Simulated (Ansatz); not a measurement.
Li3H6⁻. Total charge -1; singlet. Geometry PBE-D4/def2-TZVPD, basis def2-TZVPD, Ansatz.

```xyz
9

Li   -0.6729   -1.4999    0.3649
Li    0.5199    0.5448   -0.1575
Li   -1.7460    0.2292   -0.8698
H     1.1087   -1.1793    0.1560
H    -0.3957    1.2128   -1.5878
H     2.1210    0.6111    0.9889
H    -1.0074    0.2737    0.8720
H    -2.0669   -1.5688   -0.8128
H     2.1393    1.3763    1.0461
```

| run | HOMO (eV) | LUMO (eV) |
| --- | --- | --- |
| A | -0.45 | 2.99 |
| B | -0.21 | 2.58 |
| C | -0.91 | 2.64 |
| D | -3.60 | 3.48 |
| E | -0.65 | 2.52 |
| F | -1.31 | 2.83 |

HSE06 is defined as in plane-wave codes, on full-range PBE exchange. In the singlet, H6 and H9 lie 0.77 Å apart (atoms count from 1), so H2 has formed as a molecule. The structure comes from a short search, and lower isomers may exist.

Question: The runs used B97M-V, BLYP, HSE06, PBE0, r2SCAN, ωB97X-V. Estimate which is which.

Answer: A r2SCAN (0 % exact exchange); B BLYP (0 % exact exchange); C HSE06 (range-separated); D ωB97X-V (range-separated); E B97M-V (0 % exact exchange); F PBE0 (25 % exact exchange). Exact exchange lowers occupied and raises empty levels; among semilocal functionals meta-GGAs tend to open the gap a little, and such runs are hard to tell apart. The gap grows from 2.79 eV (BLYP) to 7.08 eV (ωB97X-V).
